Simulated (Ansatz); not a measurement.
A single point on C$_{4}$H$_{7}$F (`CC(C)=CF`).

```yaml
crystal:
  periodic: [false, false, false]
  atoms:
    - {symbol: C, position_ang: [-1.337549, -0.269776, 0.300693]}
    - {symbol: C, position_ang: [0.049004, 0.163928, -0.041027]}
    - {symbol: C, position_ang: [1.126633, -0.870252, -0.011423]}
    - {symbol: C, position_ang: [0.348730, 1.412005, -0.363502]}
    - {symbol: F, position_ang: [-0.572497, 2.389392, -0.408927]}
    - {symbol: H, position_ang: [-2.046748, 0.555086, 0.250655]}
    - {symbol: H, position_ang: [-1.368743, -0.693590, 1.309669]}
    - {symbol: H, position_ang: [-1.672119, -1.056892, -0.382785]}
    - {symbol: H, position_ang: [1.207450, -1.318876, 0.984058]}
    - {symbol: H, position_ang: [2.100235, -0.453948, -0.275793]}
    - {symbol: H, position_ang: [0.903720, -1.683893, -0.709325]}
    - {symbol: H, position_ang: [1.338884, 1.771519, -0.618293]}
basis:
  gaussian: {orbitals: def2-QZVPP}
correlation: {method: mp2}
```

```sh
$ ansatz run in.yaml --threads 4 --pin off --events-out ev --progress --plain --max-ram 10444MiB
```

Output, abridged:

```
Functional definition: HF
2960 factors; integrals over basis functions are off by at most 9.9e-4 eV
mean field evaluation 1: about -6937.1269 eV, gradient 3.8e1 eV
mean field evaluation 2: about -6937.2650 eV, gradient 3.8e1 eV
mean field evaluation 4: about -6940.9756 eV, gradient 4.7e0 eV
mean field evaluation 8: about -6941.0469 eV, gradient 2.5e-1 eV
mean field -6941.04726572 eV, -255.0787822043 hartree, gradient 2.2e-6 eV, S^2 0.000000; 0 other end points of the search recorded, 0 dependent functions left out
5 core orbitals not correlated: weight in the atoms' cores, before any rotation towards them, 1.000 or more for the frozen orbitals, at most 0.000 for the correlated occupied ones
reference -6941.04726572 eV, -255.0787822043 hartree; 15, 15 occupied and 475, 475 virtual orbitals, 2960 factors
second order -26.89076766 eV of doubles, -0.00000000 eV of singles
Total energy: -6967.93803337 eV, -256.0669996885 hartree
```

Run time 18 s (4 threads of an Intel Xeon Platinum 8488C on a shared host); peak host memory 3.3 GiB.
